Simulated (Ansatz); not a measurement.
This Ansatz (a quantum-chemistry and plane-wave program) input (MP2/cc-pCVQZ) gives -460.67276 Eh with 139 basis functions. A basis named .json is the Basis Set Exchange file of that set (core-valence sets with the plain set on hydrogen).

Ansatz 0.2 input:
```yaml
crystal:
  periodic: [false, false, false]
  atoms:
    - {symbol: Cl, position_ang: [-0.00000000, -0.00000000, -0.07122178]}
    - {symbol: H, position_ang: [0.00000000, 0.00000000, 1.21077034]}
basis:
  gaussian:
    orbitals: cc-pCVQZ.json
magnetization: {spin_polarized: false}
correlation: {method: mp2, frozen_orbitals: {Cl: 1, H: 0}}
```

Change:
```diff
- orbitals: cc-pCVQZ.json
+ orbitals: cc-pwCVQZ.json
```

What does the run give now?

-460.66152 Eh (MP2/cc-pwCVQZ, 139 functions), a change of +11.24 mEh.
